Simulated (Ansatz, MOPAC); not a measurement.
## Ladder of methods for the band gap of diamond

Reference value: 5.48 eV (measured, low temperature, zero-point motion not removed; as tabulated in arXiv:1206.3780).

```tsv
level (code)	value (eV)	cell (Å³/atom)
PM6 semi-empirical Hartree-Fock (MOPAC)	9.91	5.80
LDA (Ansatz)	___	5.67
PBE (Ansatz)	4.14 (indirect)	5.67
rVV10 (Ansatz)	4.29	5.76
r²SCAN (Ansatz)	___	5.67
r²SCAN-D4 (Ansatz)	4.40	5.61
HSE06 (Ansatz)	5.29 (indirect)	5.67
Hartree–Fock (Ansatz)	___	5.67
G0W0@HSE06 (Ansatz)	6.00 (indirect)	5.67
```

What belongs in the gaps?


- LDA (Ansatz, a program for electronic structure), value (eV): 4.10 (indirect)
- r²SCAN (Ansatz), value (eV): 4.35 (indirect)
- Hartree–Fock (Ansatz), value (eV): 12.56 (indirect)

Differences against the reference: PM6 semi-empirical Hartree-Fock (MOPAC) +4.43 eV, LDA -1.38 eV, PBE -1.34 eV, rVV10 -1.19 eV, r²SCAN -1.13 eV, r²SCAN-D4 -1.08 eV, HSE06 -0.19 eV, Hartree–Fock +7.08 eV, G0W0@HSE06 +0.52 eV.

Leaving aside PM6 semi-empirical Hartree-Fock (MOPAC) (doubt noted below): Once the reference is moved by up to 0.38 eV (a margin picked here for doubts on the reference and the settings, and for temperature and zero-point motion) and values within 0.03 eV count as equal, the nearest can be HSE06 (-0.19 eV) or G0W0@HSE06 (+0.52 eV). Farthest off among them: Hartree–Fock (+7.08 eV).

Published values of wave-function and many-body methods: 5.87 eV (published GW0@PBE value, all-electron LAPW with high-energy local orbitals, spin-orbit correction included; Jiang and Blaha (2016), doi:10.1103/physrevb.93.115203).

Semilocal Kohn–Sham gaps run low as a rule, and all computed gaps are for a static lattice, while measured ones hold electron–phonon shifts unless said otherwise.  PM6 semi-empirical Hartree-Fock (MOPAC), rVV10, r²SCAN-D4: the gap is read on the k mesh or supercell of the run alone and can be too large. PM6 semi-empirical Hartree-Fock (MOPAC): the method was fitted mainly to molecules. PM6 semi-empirical Hartree-Fock (MOPAC): gaps of these semi-empirical methods are Hartree–Fock-like level differences, and their formation enthalpies are fitted 298 K values. G0W0@HSE06: GW on a hybrid start was not checked against another program. G0W0@HSE06: the correction to the complete basis was taken at k points off the band edges. Values are at the measured cell; PM6 semi-empirical Hartree-Fock (MOPAC) at the level's own equilibrium cell; rVV10 at the level's own relaxed cell; r²SCAN-D4 at the level's own equilibrium cell. Cutoffs and k meshes differ between the levels. Ansatz's density-functional and Hartree–Fock values are scalar-relativistic unless marked +SOC, with PAW data made under PBE.

Differences are worked out from the printed values.
